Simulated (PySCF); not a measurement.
A species of formula CH8BN has this rotational fingerprint, computed with PySCF 2.14.0, PBE0-D3(BJ)/def2-SVP geometry optimisation, gas phase:

* Rotational constants: A = 28355, B = 8352, C = 7403 MHz
* Dipole components: |μa| = 4.91 D, |μb| = 2.68 D, |μc| = 0.00 D
* Inertial defect: -10.07 u·Å²
* κ: -0.91

Task: Which structure is it? (One computed conformer of each.)
A. `[H]B([H])([H])<-NC`
B. `C[BH2-][NH3+]`

Result: A. It is [H]B([H])([H])<-NC, a near-prolate asymmetric top, point group Cs. The candidates at the same level (rigid rotor, commonest isotopes):

```csv
SMILES,A (MHz),B (MHz),C (MHz),μa (D),μb (D),μc (D),Δ (u·Å²),point group,rotor
C[BH2-][NH3+],25911,7562,6631,4.36,3.11,0.00,-10.12,Cs,near-prolate asymmetric top
[H]B([H])([H])<-NC,28355,8352,7403,4.91,2.68,0.00,-10.07,Cs,near-prolate asymmetric top
```

`C[BH2-][NH3+]` has C 10 % too low. In the right answer the mirror of this Cs structure is the ab plane, so μc vanishes by symmetry. No structure here is proved a minimum.
